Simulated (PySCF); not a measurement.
NaH₂⁻: fields on a plane

Method: PySCF, PBE0, basis Na def2-TZVPD, H def2-TZVPD (no relativity, density fitting).

The singlet minimum has Na–H 2.065 Å (×2); H–Na–H 180.0°.

The plane holds Na1 at (0.00, 0.00), H2 at (2.06, 0.00), H3 at (-2.06, 0.00) Å. Columns run from x = -4.05 to 4.35 Å, rows from y = 2.25 (top) to -1.95 Å, in steps of 0.3 Å. Other isomers or separated fragments may lie lower.

Question: Give the electrostatic potential (V) (cut at 20 V). Every second row and column.

Answer: 
```
-3.6 -4.1 -4.5 -4.7 -4.5 -4.0 -3.5 -3.4 -3.8 -4.3 -4.6 -4.6 -4.3 -3.9 -3.4
-4.1 -4.8 -5.5 -5.8 -5.4 -4.3 -3.0 -2.7 -3.6 -4.9 -5.7 -5.7 -5.1 -4.5 -3.8
-4.6 -5.6 -6.5 -6.7 -6.2 -3.9 -0.2  1.0 -2.1 -5.3 -6.6 -6.7 -6.1 -5.1 -4.2
-5.0 -6.2 -6.5 -0.1 -3.1 -2.1 13.9 20.0  2.8 -4.2  1.0 -4.6 -6.7 -5.6 -4.5
-5.1 -6.4 -6.0 20.0  2.7 -1.3 20.0 20.0  6.0 -3.1 20.0 -0.9 -6.8 -5.7 -4.5
-4.8 -6.0 -6.8 -5.9 -5.7 -3.1  3.7  7.3 -0.2 -5.0 -5.6 -6.5 -6.5 -5.4 -4.3
-4.4 -5.2 -6.0 -6.4 -5.9 -4.2 -2.1 -1.5 -3.1 -5.2 -6.3 -6.3 -5.6 -4.8 -4.0
-3.9 -4.4 -4.9 -5.2 -4.9 -4.2 -3.4 -3.2 -3.8 -4.6 -5.1 -5.1 -4.7 -4.1 -3.6
```

Question: Give the electron localisation function (set to 0 where the density is under 0.005 e/Å³). Lower edges of the bins: '_' 0.000, '.' 0.100, ':' 0.200, '-' 0.300, '=' 0.400, '+' 0.500, '*' 0.600, '#' 0.700, '%' 0.800, '@' 0.900; top 1.00, each point printed twice.

Answer: 
```
__________________________________________________________
__________%%@@@@@@%%++::________::++%%@@@@@@%%____________
______%%@@@@@@@@@@@@##..________..##@@@@@@@@@@@@%%________
____%%@@@@@@@@@@@@@@**____________**@@@@@@@@@@@@@@%%______
__##@@@@@@@@@@@@@@@@--____________--@@@@@@@@@@@@@@@@##____
__@@@@@@@@@@@@@@@@@@..__::++++::__..@@@@@@@@@@@@@@@@@@____
__@@@@@@@@@@@@@@@@@@____**%%%%**____@@@@@@@@@@@@@@@@@@____
__@@@@@@@@@@@@@@@@@@__::%%++++%%::__@@@@@@@@@@@@@@@@@@____
__@@@@@@@@@@@@@@@@@@__::%%++++%%::__@@@@@@@@@@@@@@@@@@____
__@@@@@@@@@@@@@@@@@@____**%%%%**____@@@@@@@@@@@@@@@@@@____
__@@@@@@@@@@@@@@@@@@..__::++++::__..@@@@@@@@@@@@@@@@@@____
__##@@@@@@@@@@@@@@@@--____________--@@@@@@@@@@@@@@@@##____
____%%@@@@@@@@@@@@@@**____________**@@@@@@@@@@@@@@%%______
______%%@@@@@@@@@@@@##..________..##@@@@@@@@@@@@%%________
__________%%@@@@@@%%++::________::++%%@@@@@@%%____________
```

The lowest empty level of this anion is unbound, so it and the gap depend on the basis.
